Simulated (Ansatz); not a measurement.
# triplet C3H5F: levels of theory compared

We compute a comparison of 6 runs (UHF/3-21G, UB3LYP/6-31G*, U-r2SCAN/def2-SVP, UB3LYP/def2-SVP, RPA@PBE0/def2-SVP, UCCSD/def2-SVP) of triplet C3H5F. 

The results are computed with Ansatz 0.2.0.

52 further runs of the same task are left out: 52 set aside as unsound or not needed.

### 1 Starting point

C3H5F has 9 atoms, charge 0, and is taken as a triplet. SMILES of the parent species: `C=CCF`. The coordinates come from a PBE0-D4/def2-TZVP relaxation. That shape belongs to the parent species and isn't relaxed for this state.

Bond lengths: C1–C2 1.324 Å, C2–C3 1.486 Å, C3–F4 1.387 Å, C1–H5 1.084 Å, C1–H6 1.086 Å, C2–H7 1.087 Å, C3–H8 1.096 Å, C3–H9 1.094 Å. Some angles: C1–C2–C3 123.6°, C2–C3–F4 110.3°, C1–C2–H7 120.6°, C3–C2–H7 115.9°, C2–C1–H5 121.7°, C2–C1–H6 121.3°, C2–C3–H8 111.1°, C2–C3–H9 111.2°, F4–C3–H8 106.9°, F4–C3–H9 108.2°.

### 2 A single-point energy at UHF/3-21G (run 1)

molecule.yaml reads:

```yaml
basis:
  gaussian: {orbitals: 3-21G.json}
crystal:
  periodic: [false, false, false]
  atoms:
    - symbol: C
      position_ang: [-0.578000, 1.122500, -0.608000]
    - symbol: C
      position_ang: [0.352500, 0.215400, -0.353400]
    - symbol: C
      position_ang: [0.200500, -0.852800, 0.668500]
    - symbol: F
      position_ang: [0.430500, -2.098200, 0.102300]
    - symbol: H
      position_ang: [-0.422500, 1.909200, -1.336700]
    - symbol: H
      position_ang: [-1.531700, 1.114000, -0.089100]
    - symbol: H
      position_ang: [1.299800, 0.230700, -0.886500]
    - symbol: H
      position_ang: [0.929800, -0.730800, 1.477200]
    - symbol: H
      position_ang: [-0.806800, -0.852300, 1.094700]
magnetization: {spin_polarized: true, initial_magnetization: 2}
hamiltonian: {xc: hf}
accuracy: high
output: {orbitals: {seedname: orbitals}}
```

The basis set 3-21G is read from a file made from the Basis Set Exchange's data (not shown).

Run with:

```bash
$ ansatz run molecule.yaml --threads 1 --pin off --max-ram 3480MiB --events-out events.jsonl --progress --plain --runs-dir runs
```

The log of the run:

```text
Warning: RAYON_NUM_THREADS=1 ignored (pool sized by the plan → 1); use --threads N
Functional definition: HF
  name "HF"
  exchange = exact_x
  correlation = 0
1054 factors; integrals over basis functions are off by at most 5.9e-9 eV
mean field evaluation 1: about -5836.7067 eV, gradient 1.8e1 eV
mean field evaluation 2: about -5836.6963 eV, gradient 1.8e1 eV
mean field evaluation 4: about -5839.4556 eV, gradient 3.0e0 eV
mean field evaluation 8: about -5839.6286 eV, gradient 2.2e-1 eV
mean field -5839.62961887 eV, -214.6024302503 hartree, gradient 2.9e-8 eV, S^2 2.020173; 0 other end points of the search recorded, 0 dependent functions left out
reference -5839.62961887 eV, -214.6024302503 hartree; 17, 15 occupied and 29, 31 virtual orbitals, 1054 factors
Total energy: -5839.62961887 eV, -214.6024302503 hartree
```

It took 0.48 s on 1 thread of Arm Neoverse V2, shared host; peak memory 0.11 GiB.

### 3 The energy at UB3LYP/6-31G(d) (spherical functions) (run 2)

run.yaml reads:

```yaml
crystal:
  periodic: [false, false, false]
  atoms:
    - symbol: C
      position_ang: [-0.578000, 1.122500, -0.608000]
    - symbol: C
      position_ang: [0.352500, 0.215400, -0.353400]
    - symbol: C
      position_ang: [0.200500, -0.852800, 0.668500]
    - symbol: F
      position_ang: [0.430500, -2.098200, 0.102300]
    - symbol: H
      position_ang: [-0.422500, 1.909200, -1.336700]
    - symbol: H
      position_ang: [-1.531700, 1.114000, -0.089100]
    - symbol: H
      position_ang: [1.299800, 0.230700, -0.886500]
    - symbol: H
      position_ang: [0.929800, -0.730800, 1.477200]
    - symbol: H
      position_ang: [-0.806800, -0.852300, 1.094700]
basis:
  gaussian: {orbitals: 6-31G_st_-spherical.json}
magnetization: {spin_polarized: true, initial_magnetization: 2}
hamiltonian: {xc: {name: B3LYP}}
accuracy: high
output: {orbitals: {seedname: orbitals}}
```

The basis set 6-31G* is read from a file made from the Basis Set Exchange's data (not shown).

Run with:

```bash
$ ansatz run run.yaml --threads 1 --pin off --max-ram 3480MiB --events-out events.jsonl --progress --plain --runs-dir runs
```

The log of the run:

```text
Warning: RAYON_NUM_THREADS=1 ignored (pool sized by the plan → 1); use --threads N
Functional definition: B3LYP
  name "B3LYP"
  parameter a0 = 0.2
  parameter ax = 0.72
  parameter ac = 0.81
  exchange = (1 - a0 - ax)*slater_x + ax*b88_x + a0*exact_x
  correlation = (1 - ac)*vwn_rpa_c + ac*lyp_c
1587 factors; integrals over basis functions are off by at most 3.4e-9 eV
mean field evaluation 1: about -5898.1595 eV, gradient 3.1e1 eV
mean field evaluation 2: about -5896.6685 eV, gradient 3.5e1 eV
mean field evaluation 4: about -5903.5442 eV, gradient 3.0e0 eV
mean field evaluation 8: about -5903.7893 eV, gradient 2.4e-1 eV
mean field evaluation 16: about -5903.7898 eV, gradient 1.8e-4 eV
mean field -5903.78981940 eV, -216.9602741306 hartree, gradient 1.5e-8 eV, S^2 2.006295; 0 other end points of the search recorded, 0 dependent functions left out
reference -5903.78984993 eV, -216.9602752525 hartree; 17, 15 occupied and 49, 51 virtual orbitals, 1587 factors
Total energy: -5903.78984993 eV, -216.9602752525 hartree
```

Wall time 7.5 s (1 thread of Arm Neoverse V2, shared host); peak memory 0.27 GiB.

Runs 3 to 5 aren't shown in full; the table further down has their settings and results.

### 4 A single-point energy at UCCSD/def2-SVP (run 6)

run.yaml reads:

```yaml
crystal:
  periodic: [false, false, false]
  atoms:
    - {symbol: C, position_ang: [-0.578000, 1.122500, -0.608000]}
    - {symbol: C, position_ang: [0.352500, 0.215400, -0.353400]}
    - {symbol: C, position_ang: [0.200500, -0.852800, 0.668500]}
    - {symbol: F, position_ang: [0.430500, -2.098200, 0.102300]}
    - {symbol: H, position_ang: [-0.422500, 1.909200, -1.336700]}
    - {symbol: H, position_ang: [-1.531700, 1.114000, -0.089100]}
    - {symbol: H, position_ang: [1.299800, 0.230700, -0.886500]}
    - {symbol: H, position_ang: [0.929800, -0.730800, 1.477200]}
    - {symbol: H, position_ang: [-0.806800, -0.852300, 1.094700]}
basis:
  gaussian: {orbitals: def2-SVP}
magnetization: {spin_polarized: true, initial_magnetization: 2}
correlation: {method: ccsd, frozen_orbitals: {C: 1, F: 1, H: 0}}
accuracy: high
scf: {omitted_lower_state_checks: [cluster_reference, increment]}
```

Run with:

```bash
$ ansatz run run.yaml --threads 1 --pin off --max-ram 3480MiB --events-out events.jsonl --progress --plain --runs-dir runs
```

The log of the run:

```text
Warning: RAYON_NUM_THREADS=1 ignored (pool sized by the plan → 1); use --threads N
Functional definition: HF
  name "HF"
  exchange = exact_x
  correlation = 0
these checks for a lower state are left out or cut short: cluster_reference, increment
1938 factors; integrals over basis functions are off by at most 3.5e-9 eV
mean field evaluation 1: about -5863.6344 eV, gradient 2.1e1 eV
mean field evaluation 2: about -5863.7457 eV, gradient 2.1e1 eV
mean field evaluation 4: about -5867.2453 eV, gradient 3.6e0 eV
mean field evaluation 8: about -5867.4763 eV, gradient 2.9e-1 eV
mean field evaluation 16: about -5867.4783 eV, gradient 1.3e-8 eV
mean field -5867.47828113 eV, -215.6258497120 hartree, gradient 9.2e-8 eV, S^2 2.019474; 1 other end points of the search recorded, 0 dependent functions left out
4 core orbitals not correlated: weight in the atoms' cores, before any rotation towards them, 1.000 or more for the frozen orbitals, at most 0.000 for the correlated occupied ones
reference -5867.47828113 eV, -215.6258497120 hartree; 13, 11 occupied and 64, 66 virtual orbitals, 1938 factors
second order -14.79062670 eV of doubles, -0.00000000 eV of singles
cycle   1  -15.59995011 eV  change   -8.1e-1 eV  update   7.8e-2
cycle   2  -15.97287028 eV  change   -3.7e-1 eV  update   2.5e-2
cycle   3  -16.06786404 eV  change   -9.5e-2 eV  update   1.4e-2
cycle   4  -16.07154132 eV  change   -3.7e-3 eV  update   5.2e-3
cycle   5  -16.07145189 eV  change    8.9e-5 eV  update   2.8e-3
cycle   6  -16.07226885 eV  change   -8.2e-4 eV  update   1.2e-3
cycle   7  -16.07235224 eV  change   -8.3e-5 eV  update   6.0e-4
cycle   8  -16.07231525 eV  change    3.7e-5 eV  update   2.8e-4
cycle   9  -16.07234675 eV  change   -3.1e-5 eV  update   1.5e-4
cycle  10  -16.07229524 eV  change    5.2e-5 eV  update   7.3e-5
cycle  11  -16.07230037 eV  change   -5.1e-6 eV  update   3.9e-5
cycle  12  -16.07231668 eV  change   -1.6e-5 eV  update   1.9e-5
cycle  13  -16.07232285 eV  change   -6.2e-6 eV  update   9.6e-6
cycle  14  -16.07232560 eV  change   -2.7e-6 eV  update   5.4e-6
cycle  15  -16.07232479 eV  change    8.1e-7 eV  update   2.8e-6
cycle  16  -16.07232452 eV  change    2.7e-7 eV  update   1.4e-6
cycle  17  -16.07232421 eV  change    3.1e-7 eV  update   7.0e-7
cycle  18  -16.07232433 eV  change   -1.2e-7 eV  update   3.3e-7
cycle  19  -16.07232440 eV  change   -7.5e-8 eV  update   1.5e-7
cycle  20  -16.07232441 eV  change   -8.1e-9 eV  update   8.5e-8
cycle  21  -16.07232441 eV  change   -1.7e-9 eV  update   4.5e-8
cycle  22  -16.07232441 eV  change   5.9e-10 eV  update   2.9e-8
cycle  23  -16.07232424 eV  change    1.8e-7 eV  update   8.3e-8
cycle  24  -16.07232423 eV  change    1.3e-8 eV  update   2.2e-8
cycle  25  -16.07232422 eV  change    7.6e-9 eV  update   9.8e-9
cycle  26  -16.07232422 eV  change    2.2e-9 eV  update   5.8e-9
cycle  27  -16.07232421 eV  change    1.2e-9 eV  update   2.8e-9
Total energy: -5883.55060535 eV, -216.2164967326 hartree
Checks for a lower state left out: cluster_reference, increment
```

Wall time 39 s (1 thread of Arm Neoverse V2, shared host); peak memory 0.89 GiB.

### 5 All runs side by side

```tsv
run	level	frozen core orbitals	energy (Eh)	HOMO energy (eV)	⟨S²⟩	wall time
1	UHF/3-21G	–	-214.602430	-6.87	2.020	0.48 s
2	UB3LYP/6-31G* (spherical functions)	–	-216.960275	-2.99	2.006	7.5 s
3	U-r2SCAN/def2-SVP	–	-216.692476	-2.71	2.010	13 s
4	UB3LYP/def2-SVP	–	-216.806380	-3.25	2.006	9 s
5	RPA@PBE0/def2-SVP	4	-216.427641	–	2.008	14 s
6	UCCSD/def2-SVP	4	-216.216497	–	2.019	39 s
```

### 6 What came out

| quantity | value |
| --- | --- |
| run 6: total energy | -216.21650 Eh |
| run 6: correlation energy (4 core orbitals frozen) | -590.6 mEh |
| run 6: ⟨S²⟩ of the reference determinant | 2.019 |
| run 6: T1 diagnostic | 0.011 |

Totals of different functionals can't be ranked against each other. All runs together took 83 s, the longest 39 s.
